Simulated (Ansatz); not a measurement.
**LiC+ (triplet): from Hartree-Fock to the top rungs at distance C1–Li2 = 4.306 Å, aug-cc-pVTZ**

The task here is to estimate one member of a computed series from the others.

Computed with Ansatz 0.2.0, Gaussian basis. Level: aug-cc-pVTZ, core rule «outside noble gas», up to 2 orbitals frozen.

To be run: UHF; CCSD(T) on ROHF; CCSD(T) on UHF; BCCD(T) on ROHF; CCSDT(Q) on ROHF; CCSDT(Q) on UHF; Full CI.

39 further runs of the same task are left out: 19 for a known fault of the program, 15 that didn't finish, 5 set aside as unsound or not needed.

**What is computed**

The geometry derives from a PBE0/def2-TZVP stationary point (not a proven minimum). One bond is set to the value named and the two fragments are kept rigid.

2 atoms, charge 1, spin multiplicity 3.

Atoms are counted from 1 here; the program's logs count them from 0.

No contacts short enough for the rule that draws bonds.

As a file:

```
C     0.0000    0.0000    0.0000
Li    0.0000    0.0000    4.3060
```

Set-up of the first run:

in.yaml reads:

```yaml
crystal:
  periodic: [false, false, false]
  atoms:
    - {symbol: C, position_ang: [0.000000, 0.000000, 0.000000]}
    - {symbol: Li, position_ang: [0.000000, 0.000000, 4.306000]}
basis:
  gaussian: {orbitals: aug-cc-pVTZ}
total_charge: 1
magnetization: {spin_polarized: true, initial_magnetization: 2}
hamiltonian: {xc: hf}
output: {orbitals: {seedname: orbitals}}
```

On the command line:

```sh
$ ansatz run in.yaml --threads 1 --pin off --events-out ev --progress --plain --max-ram 2393MiB
```

Steps of the session up to this table: UHF; CCSD(T) on ROHF; CCSD(T) on UHF; BCCD(T) on ROHF; CCSDT(Q) on ROHF; CCSDT(Q) on UHF; Full CI.

One table of the session follows, with a row left open; its other results are not shown here.

| method | from FCI (meV) |
| --- | --- |
| ROHF | +2594.7 |
| UHF | +2462.6 |
| RMP2 | +621.4 |
| UMP2 | +617.5 |
| RCCSD | +76.5 |
| UCCSD | +71.9 |
| RCCSD(T) | +14.2 |
| UCCSD(T) | +12.4 |
| BCCD(T) | ? |
| RCCSDT | +0.5 |
| UCCSDT | -1.3 |
| RCCSDT(Q) | -0.5 |
| UCCSDT(Q) | -2.4 |
| FCI | 0 |

**Question.** Estimate the row for BCCD(T).

The run gave: from FCI (meV): +14.3. In the column «from FCI (meV)» it lies between RCCSD(T) (+14.2) and UCCSD (+71.9).

Limits of these values: UCCSDT(Q) falls below full CI: unrestricted runs freeze a spin-polarised core, another one than full CI's, and coupled cluster isn't variational. Levels on UHF freeze UHF's core orbitals, full CI those of ROHF, so the U rows can settle a little off it for that reason alone. Restricted and unrestricted rows rest on different reference determinants; where their highest levels disagree by more than a few hundredths of an eV, they describe different states and don't form one ladder.
